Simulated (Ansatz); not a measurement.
C5H10O, SMILES `CC(C)=C(C)O`, relaxed with RKS PBE0-D4/def2-TZVP in the Gaussian-basis code of Ansatz from a PBE-D4/def2-SVP geometry. The force threshold is 0.005 eV/Å; the program also tests the step.

Charge 0, multiplicity 1.

Start:

```xyz
16

C     0.411    1.538   -1.010
C    -0.137    0.341   -0.270
C    -1.607    0.092   -0.480
C     0.667   -0.450    0.497
C     0.258   -1.647    1.302
O     2.017   -0.241    0.638
H     0.521    1.348   -2.102
H     1.397    1.892   -0.637
H    -0.276    2.407   -0.913
H    -1.838   -0.047   -1.561
H    -2.216    0.962   -0.146
H    -1.984   -0.802    0.050
H    -0.832   -1.817    1.298
H     0.761   -2.561    0.920
H     0.592   -1.520    2.353
H     2.267    0.506    0.062
```

| step | energy (eV) | largest force (eV/Å) | largest move (Å) |
| --- | --- | --- | --- |
| 1 | -7389.2313 | 0.657 | 0.000 |
| 2 | -7389.3009 | 0.199 | 0.033 |
| 3 | -7389.3071 | 0.031 | 0.015 |
| 4 | -7389.3074 | 0.017 | 0.007 |
| 5 | -7389.3075 | 0.016 | 0.028 |
| 6 | -7389.3076 | 0.038 | 0.015 |
| 7 | -7389.3077 | 0.022 | 0.012 |
| 8 | -7389.3078 | 0.017 | 0.022 |
| 9 | -7389.3078 | 0.014 | 0.013 |
| 10 | -7389.3078 | 0.010 | 0.004 |
| 11 | -7389.3078 | 0.003 | 0.004 |
| 12 | -7389.3078 | 0.003 | 0.007 |
| 13 | -7389.3079 | 0.003 | 0.007 |

End:

```xyz
16

C     0.407    1.524   -1.005
C    -0.134    0.336   -0.264
C    -1.597    0.101   -0.463
C     0.653   -0.450    0.483
C     0.254   -1.634    1.290
O     2.000   -0.252    0.612
H     0.612    1.296   -2.057
H     1.323    1.941   -0.572
H    -0.324    2.337   -0.997
H    -1.831    0.014   -1.531
H    -2.186    0.946   -0.086
H    -1.963   -0.801    0.022
H    -0.818   -1.804    1.288
H     0.754   -2.531    0.915
H     0.582   -1.495    2.325
H     2.268    0.473    0.040
```

Run time 50 s (2 threads of an AMD EPYC 7R13 on a shared host and a share of an NVIDIA H100 80 GB); peak host memory 0.87 GiB.
